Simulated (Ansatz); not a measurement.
## Molecular dynamics of CH4F2

Input:

```yaml
crystal:
  periodic: [false, false, false]
  atoms:
    - { symbol: F, position_ang: [-0.512084, -0.278249, -2.183587] }
    - { symbol: H, position_ang: [0.159727, 0.092548, -1.695517] }
    - { symbol: C, position_ang: [0.004907, 0.012823, 0.768136] }
    - { symbol: F, position_ang: [0.938775, 0.579634, -0.064079] }
    - { symbol: H, position_ang: [0.304734, 0.087639, 1.872575] }
    - { symbol: H, position_ang: [-0.09845, -1.099361, 0.539055] }
    - { symbol: H, position_ang: [-0.964546, 0.510833, 0.593158] }
basis:
  gaussian: { orbitals: def2-SVP }
hamiltonian:
  xc: b3lyp
  dispersion: d4
md:
  timestep: 0.25
  n_steps: 250
  ensemble: nvt_langevin
  temperature: 300.0
  initial_velocities: maxwell_boltzmann
  seed: 89197
  friction: 0.001
  temperature_schedule:
    - { n_steps: 62, end_temperature: 300.0 }
    - { n_steps: 188, end_temperature: 900.0 }
```

Launched with:

```bash
$ ansatz run input.yaml --threads 1 --pin off --max-ram 2048MiB --backend cpu --events-out ev --progress --plain --runs-dir out
```

It goes on from the last frame of an earlier run, with new velocities.

Output, in part (one step line in 5, the closing report, with atoms numbered from 0):

```
md step     0: t =     0.00 fs  T =   257.1 K (target 300.0 K)  F+E_penalty+E_count = -6530.66834264 eV  E_kin = 0.232668 eV  (22 SCF iters)
md step     5: t =     1.25 fs  T =   230.9 K (target 300.0 K)  F+E_penalty+E_count = -6530.64694215 eV  E_kin = 0.208899 eV  (24 SCF iters)
md step    10: t =     2.50 fs  T =   254.1 K (target 300.0 K)  F+E_penalty+E_count = -6530.67500056 eV  E_kin = 0.229909 eV  (24 SCF iters)
md step    15: t =     3.75 fs  T =   228.8 K (target 300.0 K)  F+E_penalty+E_count = -6530.65026704 eV  E_kin = 0.207047 eV  (24 SCF iters)
md step    20: t =     5.00 fs  T =   170.9 K (target 300.0 K)  F+E_penalty+E_count = -6530.59320754 eV  E_kin = 0.154609 eV  (24 SCF iters)
md step    25: t =     6.25 fs  T =   182.5 K (target 300.0 K)  F+E_penalty+E_count = -6530.60306983 eV  E_kin = 0.165148 eV  (24 SCF iters)
md step    30: t =     7.50 fs  T =   246.3 K (target 300.0 K)  F+E_penalty+E_count = -6530.65341560 eV  E_kin = 0.222898 eV  (23 SCF iters)
md step    35: t =     8.75 fs  T =   235.5 K (target 300.0 K)  F+E_penalty+E_count = -6530.65096414 eV  E_kin = 0.213080 eV  (23 SCF iters)
md step    40: t =    10.00 fs  T =   224.1 K (target 300.0 K)  F+E_penalty+E_count = -6530.63709897 eV  E_kin = 0.202772 eV  (24 SCF iters)
md step    45: t =    11.25 fs  T =   254.9 K (target 300.0 K)  F+E_penalty+E_count = -6530.66061418 eV  E_kin = 0.230649 eV  (24 SCF iters)
md step    50: t =    12.50 fs  T =   273.7 K (target 300.0 K)  F+E_penalty+E_count = -6530.66946066 eV  E_kin = 0.247614 eV  (23 SCF iters)
md step    55: t =    13.75 fs  T =   275.2 K (target 300.0 K)  F+E_penalty+E_count = -6530.66940126 eV  E_kin = 0.249044 eV  (24 SCF iters)
md step    60: t =    15.00 fs  T =   284.3 K (target 300.0 K)  F+E_penalty+E_count = -6530.68226108 eV  E_kin = 0.257220 eV  (24 SCF iters)
md step    65: t =    16.25 fs  T =   277.0 K (target 308.0 K)  F+E_penalty+E_count = -6530.67212689 eV  E_kin = 0.250657 eV  (24 SCF iters)
md step    70: t =    17.50 fs  T =   221.5 K (target 323.9 K)  F+E_penalty+E_count = -6530.62632588 eV  E_kin = 0.200415 eV  (24 SCF iters)
md step    75: t =    18.75 fs  T =   219.6 K (target 339.9 K)  F+E_penalty+E_count = -6530.61962874 eV  E_kin = 0.198701 eV  (24 SCF iters)
md step    80: t =    20.00 fs  T =   245.4 K (target 355.9 K)  F+E_penalty+E_count = -6530.64550132 eV  E_kin = 0.222029 eV  (24 SCF iters)
md step    85: t =    21.25 fs  T =   211.0 K (target 371.8 K)  F+E_penalty+E_count = -6530.61116960 eV  E_kin = 0.190953 eV  (24 SCF iters)
md step    90: t =    22.50 fs  T =   174.2 K (target 387.8 K)  F+E_penalty+E_count = -6530.56392514 eV  E_kin = 0.157587 eV  (22 SCF iters)
md step    95: t =    23.75 fs  T =   202.1 K (target 403.7 K)  F+E_penalty+E_count = -6530.58749162 eV  E_kin = 0.182863 eV  (24 SCF iters)
md step   100: t =    25.00 fs  T =   278.2 K (target 419.7 K)  F+E_penalty+E_count = -6530.64397031 eV  E_kin = 0.251749 eV  (24 SCF iters)
md step   105: t =    26.25 fs  T =   270.5 K (target 435.6 K)  F+E_penalty+E_count = -6530.62800565 eV  E_kin = 0.244795 eV  (23 SCF iters)
md step   110: t =    27.50 fs  T =   248.9 K (target 451.6 K)  F+E_penalty+E_count = -6530.60821672 eV  E_kin = 0.225182 eV  (23 SCF iters)
md step   115: t =    28.75 fs  T =   302.4 K (target 467.6 K)  F+E_penalty+E_count = -6530.65605062 eV  E_kin = 0.273636 eV  (22 SCF iters)
md step   120: t =    30.00 fs  T =   308.4 K (target 483.5 K)  F+E_penalty+E_count = -6530.66263354 eV  E_kin = 0.279084 eV  (23 SCF iters)
md step   125: t =    31.25 fs  T =   270.2 K (target 499.5 K)  F+E_penalty+E_count = -6530.63076014 eV  E_kin = 0.244459 eV  (23 SCF iters)
md step   130: t =    32.50 fs  T =   247.6 K (target 515.4 K)  F+E_penalty+E_count = -6530.61333458 eV  E_kin = 0.224011 eV  (24 SCF iters)
md step   135: t =    33.75 fs  T =   227.3 K (target 531.4 K)  F+E_penalty+E_count = -6530.60492143 eV  E_kin = 0.205679 eV  (23 SCF iters)
md step   140: t =    35.00 fs  T =   199.8 K (target 547.3 K)  F+E_penalty+E_count = -6530.57406905 eV  E_kin = 0.180810 eV  (24 SCF iters)
md step   145: t =    36.25 fs  T =   198.4 K (target 563.3 K)  F+E_penalty+E_count = -6530.57276229 eV  E_kin = 0.179531 eV  (23 SCF iters)
md step   150: t =    37.50 fs  T =   230.2 K (target 579.3 K)  F+E_penalty+E_count = -6530.59781948 eV  E_kin = 0.208252 eV  (23 SCF iters)
md step   155: t =    38.75 fs  T =   184.0 K (target 595.2 K)  F+E_penalty+E_count = -6530.55216504 eV  E_kin = 0.166518 eV  (23 SCF iters)
md step   160: t =    40.00 fs  T =   169.4 K (target 611.2 K)  F+E_penalty+E_count = -6530.52522714 eV  E_kin = 0.153294 eV  (20 SCF iters)
md step   165: t =    41.25 fs  T =   246.1 K (target 627.1 K)  F+E_penalty+E_count = -6530.58967005 eV  E_kin = 0.222674 eV  (23 SCF iters)
md step   170: t =    42.50 fs  T =   291.1 K (target 643.1 K)  F+E_penalty+E_count = -6530.62877663 eV  E_kin = 0.263395 eV  (22 SCF iters)
md step   175: t =    43.75 fs  T =   205.4 K (target 659.0 K)  F+E_penalty+E_count = -6530.55452245 eV  E_kin = 0.185850 eV  (23 SCF iters)
md step   180: t =    45.00 fs  T =   192.9 K (target 675.0 K)  F+E_penalty+E_count = -6530.54470360 eV  E_kin = 0.174538 eV  (24 SCF iters)
md step   185: t =    46.25 fs  T =   252.0 K (target 691.0 K)  F+E_penalty+E_count = -6530.61212900 eV  E_kin = 0.228004 eV  (24 SCF iters)
md step   190: t =    47.50 fs  T =   262.5 K (target 706.9 K)  F+E_penalty+E_count = -6530.61283011 eV  E_kin = 0.237551 eV  (25 SCF iters)
md step   195: t =    48.75 fs  T =   215.1 K (target 722.9 K)  F+E_penalty+E_count = -6530.56612653 eV  E_kin = 0.194610 eV  (24 SCF iters)
md step   200: t =    50.00 fs  T =   210.1 K (target 738.8 K)  F+E_penalty+E_count = -6530.56658112 eV  E_kin = 0.190063 eV  (23 SCF iters)
md step   205: t =    51.25 fs  T =   242.5 K (target 754.8 K)  F+E_penalty+E_count = -6530.60884934 eV  E_kin = 0.219401 eV  (23 SCF iters)
md step   210: t =    52.50 fs  T =   250.5 K (target 770.7 K)  F+E_penalty+E_count = -6530.61787598 eV  E_kin = 0.226690 eV  (24 SCF iters)
md step   215: t =    53.75 fs  T =   267.8 K (target 786.7 K)  F+E_penalty+E_count = -6530.62754972 eV  E_kin = 0.242323 eV  (25 SCF iters)
md step   220: t =    55.00 fs  T =   263.0 K (target 802.7 K)  F+E_penalty+E_count = -6530.62028757 eV  E_kin = 0.237941 eV  (25 SCF iters)
md step   225: t =    56.25 fs  T =   213.0 K (target 818.6 K)  F+E_penalty+E_count = -6530.58007979 eV  E_kin = 0.192705 eV  (25 SCF iters)
md step   230: t =    57.50 fs  T =   241.8 K (target 834.6 K)  F+E_penalty+E_count = -6530.60422080 eV  E_kin = 0.218803 eV  (25 SCF iters)
md step   235: t =    58.75 fs  T =   333.8 K (target 850.5 K)  F+E_penalty+E_count = -6530.67509182 eV  E_kin = 0.302022 eV  (24 SCF iters)
md step   240: t =    60.00 fs  T =   313.6 K (target 866.5 K)  F+E_penalty+E_count = -6530.65687309 eV  E_kin = 0.283757 eV  (24 SCF iters)
md step   245: t =    61.25 fs  T =   217.2 K (target 882.4 K)  F+E_penalty+E_count = -6530.58678080 eV  E_kin = 0.196552 eV  (24 SCF iters)
md step   250: t =    62.50 fs  T =   292.8 K (target 898.4 K)  F+E_penalty+E_count = -6530.65346400 eV  E_kin = 0.264916 eV  (22 SCF iters)
Total energy: -6530.65362928 eV, -239.9970942401 hartree
Atom 0 at    -0.330043    -0.357140    -2.105686 Å, force    -1.345725    -0.601247    -1.078257 eV/Å
Atom 1 at     0.359675    -0.076138    -1.587885 Å, force     1.215493     0.554229     0.932255 eV/Å
Atom 2 at    -0.038695     0.139006     0.818168 Å, force     1.474686    -0.869063    -0.688838 eV/Å
Atom 3 at     0.993119     0.403436    -0.118616 Å, force    -0.437940     0.326801     0.394017 eV/Å
Atom 4 at    -0.143924     0.962663     1.499661 Å, force     0.145124     0.566948     0.638534 eV/Å
Atom 5 at     0.245490    -0.814521     1.259872 Å, force     0.090352    -0.089283     0.784178 eV/Å
Atom 6 at    -0.949379    -0.056032     0.307913 Å, force    -1.141991     0.111615    -0.981888 eV/Å
Dipole moment:    -0.013418     0.055658     0.589811 e Å
```

The run went to its last step. The schedule's set-point averaged 701 K over the second half and the system 238 K, so it lags behind the ramp. A run of 0.062 ps of so small a system gives no equilibrium averages.

The same pairs are bonded in the first frame and the last. Pairs count as bonded within 1.25 times the sum of covalent radii (0.12 Å more for H–H).

Last frame:

```xyz
7
Properties=species:S:1:pos:R:3
F -0.330 -0.357 -2.106
H 0.360 -0.076 -1.588
C -0.039 0.139 0.818
F 0.993 0.403 -0.119
H -0.144 0.963 1.500
H 0.245 -0.815 1.260
H -0.949 -0.056 0.308
```

Time of the run: 4.3 min on 1 thread of Arm Neoverse V2 (shared host), peak memory 0.11 GiB.
